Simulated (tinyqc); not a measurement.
Harmonic frequencies on the RHF/sto-3g surface (energies and gradients from PySCF), for H2F+, spin multiplicity 1, step by step. Computed by tinyqc, a small Python program that keeps every step (integrals from PySCF). Settings: charge = 1, multiplicity = 1, basis = sto-3g, delta = 0.01. Command: `OMP_NUM_THREADS=1 python tinyqc.py 22249 22250 out.jsonl` (the two numbers bound the seeds that draw the settings). One thread of a shared host (Intel(R) Xeon(R) Processor @ 2.60GHz), about 2 s of CPU time with the checks.

## One row of the Hessian: 3Hy

optimised positions (bohr):
```
            x          y         z
1F  -0.094621   0.071100  0.053472
2H  -0.034525   1.557025  1.136029
3H   0.017652  -1.490175  1.019589
```

gradient at +delta (hartree/bohr):
```
              x            y            z
1F   0.00028391  -0.00462370   0.00227200
2H   0.00002985  -0.00022952   0.00030153
3H  -0.00031376   0.00485322  -0.00257353
```

gradient at -delta (hartree/bohr):
```
              x            y            z
1F  -0.00027157   0.00452645  -0.00216054
2H  -0.00003033   0.00021558  -0.00031178
3H   0.00030190  -0.00474203   0.00247232
```

Displace 3Hy by +/-0.01 bohr; H(k, :) = (g(+) - g(-)) / (2 delta).

row of the Hessian (hartree/bohr^2): 1Fx 0.02777427, 1Fy -0.45750735, 1Fz 0.22162736, 2Hx 0.00300916, 2Hy -0.02225480, 2Hz 0.03066507, 3Hx -0.03078343, 3Hy 0.47976215, 3Hz -0.25229243

## Hessian by finite differences

All rows are made in the same way, and the matrix is symmetrised.

Hessian (symmetrised) (hartree/bohr^2), lower triangle:
```
             1Fx          1Fy          1Fz         2Hx          2Hy         2Hz          3Hx          3Hy
1Fx   0.00373458
1Fy  -0.01650959   0.87646924
1Fz   0.04061553   0.01548103   0.49080127
2Hx  -0.00110903  -0.01665991  -0.01732178  0.00095048
2Hy  -0.01126002  -0.41896373  -0.23708484  0.01365085   0.44121927
2Hz  -0.01600643  -0.30183948  -0.26543576  0.01467836   0.27117511  0.24204343
3Hx  -0.00262345   0.03316952  -0.02329433  0.00015750  -0.00239090  0.00132836   0.00246491
3Hy   0.02776962  -0.45750675   0.22160377  0.00300906  -0.02225485  0.03066455  -0.03077864   0.47976215
3Hz  -0.02460916   0.28635854  -0.22537019  0.00264346  -0.03409100  0.02339470   0.02196599  -0.25226769

            3Hz
3Hz  0.20197782
```

## Normal modes

masses (u): 1F 18.998403, 2H 1.007825, 3H 1.007825

Diagonalise H_ij / sqrt(m_i m_j); the 6 smallest eigenvalues belong to translations and rotations; wavenumber = sqrt(eigenvalue / 1822.888) x 219474.63; each mode has its largest component positive (the first on a tie); zero-point energy = sum of wavenumbers / 2, with 349.755 1/cm per kcal/mol.

eigenvalues of the mass-weighted Hessian (hartree/(bohr^2 u)): -0.000029  0.000000  0.000000  0.000000  0.000003  0.000009  0.112635  0.637834  0.679506

harmonic wavenumbers of the vibrations (1/cm): 1725.2  4105.4  4237.4

mass-weighted modes:
```
        mode 1     mode 2     mode 3
1Fx  -0.021694   0.014245   0.004456
1Fy   0.009474  -0.006294  -0.260466
1Fz  -0.257782   0.169297  -0.009999
2Hx   0.053741  -0.020806   0.022308
2Hy  -0.408388  -0.576865   0.551613
2Hz   0.544785  -0.389992   0.401860
3Hx   0.040454  -0.041044  -0.041654
3Hy   0.367251   0.604192   0.579268
3Hz   0.574473  -0.345055  -0.358449
```

zero-point energy = 14.392988 kcal/mol
